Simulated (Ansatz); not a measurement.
## BaAs$_{2}$Rh$_{2}$: experiment and calculation

**Measured values to compare with.**

From “Single crystal growth and physical properties of the layered arsenide BaRh2As2”, 2008, arxiv:0808.3116, for a bulk crystal of BaAs2Rh2: lattice constant a 4.0564 ± 0.0006 Å at 293 K; lattice constant c 12.77 ± 0.003 Å.

How close the calculation comes is told below.

The calculation used Ansatz 0.2.0, DFT PBEsol, scalar-relativistic, plane waves, PAW.

Plane waves to 420 eV, a k mesh through Γ of 12×12×12 on the computed 5-atom cell and Gaussian smearing (0.10 eV); no spin polarisation.

Relaxed structure, symmetry kept:

```cif
data_structure
_symmetry_space_group_name_H-M 'I4/mmm'
_symmetry_Int_Tables_number 139
_cell_length_a 4.0173
_cell_length_b 4.0173
_cell_length_c 12.7907
_cell_angle_alpha 90.000
_cell_angle_beta 90.000
_cell_angle_gamma 90.000
_cell_volume 206.42
loop_
_atom_site_label
_atom_site_type_symbol
_atom_site_symmetry_multiplicity
_atom_site_Wyckoff_symbol
_atom_site_fract_x
_atom_site_fract_y
_atom_site_fract_z
_atom_site_occupancy
Ba1 Ba 2 a 0.00000 0.00000 0.00000 1
As1 As 4 e 0.00000 0.00000 0.35767 1
Rh1 Rh 4 d 0.00000 0.50000 0.25000 1
```

- Space group: I4/mmm (No. 139)
- Volume per atom: 20.64 Å³
- Formation energy from the elements' standard states (uncorrected): -0.846 eV/atom
- Kohn–Sham band gap: none (metal)
- Density of states at the Fermi level: 3.18 states/eV per cell
- Löwdin character within 0.5 eV of the Fermi level: Rh 4d 45 %, As 4p 31 %, unprojected 16 %
- Bulk modulus: 83 GPa
- Its pressure derivative: 4.9
- Bader charges (e): Ba (1 in the cell) 1.19, As (2 in the cell) -0.31, Rh (2 in the cell) -0.29

Spin-orbit coupling is left out, which matters for the bands of heavy elements.

Against the measured lattice constant a of BaAs2Rh2, 4.0564 Å (293 K; the paper above), the calculated 4.017 Å is off by -1.0 %. 2 values of this kind are on record (4.053 to 4.0564 Å); this one was drawn at random, those with a stated uncertainty first. Against the measured lattice constant c of BaAs2Rh2, 12.77 Å (quoted in the paper above), the calculated 12.791 Å is off by +0.2 %. 2 values of this kind are on record (12.77 to 12.797 Å); this one was drawn at random, those with a stated uncertainty first. The calculation is for 0 K without zero-point motion.